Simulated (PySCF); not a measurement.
Telling isomers of C5H6O apart by NMR

PySCF 2.14.0 with density-fitted response routines calculation with σ from GIAO-PBE0/pcSseg-1, structure optimised with GFN2-xTB and B3LYP/pcJ-1 coupling constants (spin–dipole term left out of most H,H and C,H couplings); gas phase, no relativistic terms, fast rotation and ring inversion assumed for equivalent nuclei, one conformer.

Shifts are taken against calculated references (same method and geometry level): $^{1}$H, $^{13}$C vs TMS. Multiplet labels drop J under 1 Hz and among equivalent protons, and merge close values. Unscaled 3J(H,H) run several per cent high. Shifts are as computed. Against solution values, carbons near 30 ppm lie about +3 ppm off and those near 130 ppm about +5 ppm. Of 1211 compounds with measured shifts, 218 miss one by over three times the rms of a fit or turn the order of signals round; such compounds aren't used in these exercises.

(1) Tabulate the signals of `C=C/C=C/C=O`, `C=C1C=COC1`, `C=CC(=O)C=C` and their relative energies.

(2) What is the quickest way to tell C=C1C=COC1 from C=CC(=O)C=C?

(3) What is the quickest way to tell C=C/C=C/C=O from C=C1C=COC1?

(4) What is the quickest way to tell C=C/C=C/C=O from C=CC(=O)C=C?

Results:

(1) 
| SMILES | carbon types | δC | δH | E rel. (kcal/mol) |
| --- | --- | --- | --- | --- |
| C=C/C=C/C=O | 4×CH 1×CH2 | 196.8, 159.0, 145.1, 140.5, 135.8 | 9.88 (d, 1H), 6.98 (m, 1H), 6.98 (m, 1H), 6.25 (m, 1H), 6.08 (m, 1H), 5.98 (m, 1H) | 0.5 |
| C=C1C=COC1 | 1×C 2×CH 2×CH2 | 165.3, 157.4, 112.4, 98.6, 77.0 | 6.83 (dt, 1H), 5.73 (dd, 1H), 5.10 (m, 1H), 5.05 (m, 2H), 4.83 (m, 1H) | 0.0 |
| C=CC(=O)C=C | 1×C 2×CH 2×CH2 | 189.1, 142.1, 140.8 | 7.11 (d, 2H), 6.67 (dd, 2H), 6.20 (d, 2H) | 3.0 |

Energies are electronic energies at PBE0/pcSseg-1 on these geometries, without zero-point or thermal terms, each for the one conformer computed, which needn't be the lowest.

(2) Count the carbon signals: 5 against 3. The first has an allylic sp3 CH2 bonded to O at 77.0 ppm, the second a β carbon of a C=C–C=O unit (CH2) at 140.8 ppm. Their most deshielded carbons lie at 165.3 and 189.1 ppm.

(3) Both give the same number of carbon signals, but DEPT or the intensities differ. The first has a terminal =CH2 carbon at 135.8 ppm, the second a fully substituted alkene carbon (C) at 157.4 ppm. Their most deshielded carbons lie at 196.8 and 165.3 ppm. In the proton spectra the most deshielded non-exchanging signals are 9.88 (d, J = 8.2 Hz, 1H) and 6.83 (dt, J = 3.3, 1.6 Hz, 1H).

(4) Count the carbon signals: 5 against 3. The first has an aldehyde carbonyl carbon (CH) at 196.8 ppm, the second a ketone carbonyl carbon (C) at 189.1 ppm. In the proton spectra the most deshielded non-exchanging signals are 9.88 (d, J = 8.2 Hz, 1H) and 7.11 (d, J = 17.9 Hz, 2H).
